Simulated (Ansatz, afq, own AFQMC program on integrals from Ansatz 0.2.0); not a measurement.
Integrals from Ansatz 0.2.0, then the random walk in our own AFQMC program (afq).

```yaml
crystal:
  periodic: [false, false, false]
  atoms:
    - {symbol: Si, position_ang: [0.000000, -0.005322, 0.594837]}
    - {symbol: B, position_ang: [0.000000, -0.077872, -1.247918]}
    - {symbol: H, position_ang: [0.000000, 1.150544, -0.760155]}
    - {symbol: H, position_ang: [0.000000, -0.167010, -2.429569]}
basis:
  gaussian: {orbitals: cc-pVTZ}
magnetization: {spin_polarized: true, initial_magnetization: 1}
correlation: {method: ccsd_t, electrons: outside_noble_gas, hamiltonian_folder: ham}
```

```sh
$ ansatz run in.yaml --threads 1 --pin off --events-out ev --progress --plain --max-ram 16896MiB --backend cuda --devices 0, --max-vram 18GiB
```

Options of the walk:

```
--method free --trial cisd --walkers 800 --time-step 0.03 --max-blocks 4000 --target-error 0.00036 --factor-cut 1e-05 --seed 8089 --times 0,0.3,0.6,1.2,1.8,2.4,3.6,4.8,6 --taylor-order 8
```

Times are imaginary, in 1/Eh. The walk had a cap of 119 s.

afq prints:

```
orbitals 86  electrons 5 4  factors 530 of 534
reference energy -314.69080254 Eh
CCSD correlation -0.22257634 Eh in 12 cycles, weight of the determinant in the CISD state 0.8681
repeat  energy at the last time / Eh  error
    10  -314.924013  0.000973
    20  -314.924970  0.000825
    30  -314.925576  0.000629
    40  -314.925904  0.000569
    50  -314.925974  0.000514
    60  -314.925871  0.000453
    70  -314.925827  0.000419
time / (1/Eh)  energy / Eh  error  mean overlap
  0.00  -314.913327  0.000035  1.1514
  0.30  -314.919462  0.000063  1.1516
  0.60  -314.922038  0.000061  1.1531
  1.20  -314.924109  0.000077  1.1556
  1.80  -314.925012  0.000099  1.1583
  2.40  -314.925379  0.000139  1.1631
  3.60  -314.925828  0.000165  1.1670
  4.80  -314.926087  0.000271  1.1667
  6.00  -314.925814  0.000404  1.1783
energy -314.925814 +/- 0.000404 Eh
```

The run passed its tests (error under three times the target), which doesn't prove that it has relaxed, ending at its cap on processor time.

Against this walk (error 11.0 meV) on the same determinant: CCSD(T) 53.1 meV higher, CCSDT(Q) 2.6 meV lower (within the noise). The error is statistical, and a free projection of finite length keeps a remainder of its start.

Cautions: remainder of the start not in the error; error above the target (11.0 against 9.8 meV).

The walk took 2 min on 1 × NVIDIA H100 80GB HBM3 with 2 threads of AMD EPYC 7R13 Processor (Zen 3) (shared host) (the card was shared). The log's last line is the free-projection energy.

CCSDT and higher add their correlation energy to the determinant of the CCSD(T) run, since their own runs factorise the integrals more tightly (a shift of under 2 meV). A walk keeps the symmetry of its determinant, which the program's search chose and which needn't be the lowest solution, so a lower state of the same spin and another symmetry isn't excluded.
